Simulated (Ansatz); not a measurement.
Two shapes of singlet CH3NO.

Shape 1:

```xyz
6

C    -0.0098   -0.4102   -0.0535
O    -0.0017   -0.3926    1.1441
N    -0.0041    0.6814   -0.8453
H     0.0070   -1.3582   -0.6472
H     0.0098    0.5952   -1.8611
H    -0.0077    1.6074   -0.4321
```

Shape 2:

```xyz
6

C    -0.0402   -0.4599   -0.0764
O    -0.0324   -0.4624    1.1760
N     0.0386    0.6740   -0.8970
H     0.0677   -1.3428   -0.6743
H     0.0033    0.5588   -1.8695
H    -0.0779    1.6167   -0.3903
```

Basis set: STO-3G (spherical functions). Correlated methods keep 3 orbitals frozen. Charge 0, multiplicity 1.

Computed with Ansatz (development build ahead of 0.2.0); each method stands on the lowest determinant of its kind that the runs found.

(1) Which shape is lower in energy, and by how much in each method?

## Answers

(1)

```csv
method,E(2) − E(1) (eV)
RHF,0.182
RHF-MP2,-0.075
```

The methods disagree on the order.
